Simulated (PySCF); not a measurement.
Gas-phase reaction: 2 SiCl3 + 3 H + Si → 3 SiHCl2

Energies from PySCF, thermal terms from the rigid-rotor harmonic-oscillator model, ideal gas at 1 bar. † marks an energy on the PBE0/def2-TZVP geometry and frequencies; other levels use their own. 6-31G* has spherical d functions here. Open shells (unrestricted): SiCl3 (multiplicity 2), H (multiplicity 2), Si (multiplicity 3, electronic degeneracy 9), SiHCl2 (multiplicity 2). Spin-orbit splitting is ignored; it lowers the true energy and changes the entropy of Si. SiHCl2: computed as isolated molecules; such fragments, hydroxides, amides, oligomers or adducts are transient or little studied in the gas. The harmonic model lacks anharmonicity and excited electronic states, which grow with temperature; levels with a mode under 35 cm⁻¹ are left out.

```csv
level,"ΔE electronic, kJ","ΔH°(298 K), kJ","ΔS°(298 K), J/K","ΔG°(1600 K), kJ"
HF/6-31G*,-747,-698,-262,-228
PBE/def2-TZVP†,-932,-889,-263,-422
PBE0/def2-SVP†,-924,-881,-263,-414
LDA/def2-TZVP†,-1031,-988,-263,-521
ωB97X-V/def2-TZVP†,-962,-919,-263,-452
```
ΔH° is lowest at LDA/def2-TZVP† and highest at HF/6-31G*. No reference value is set beside these.
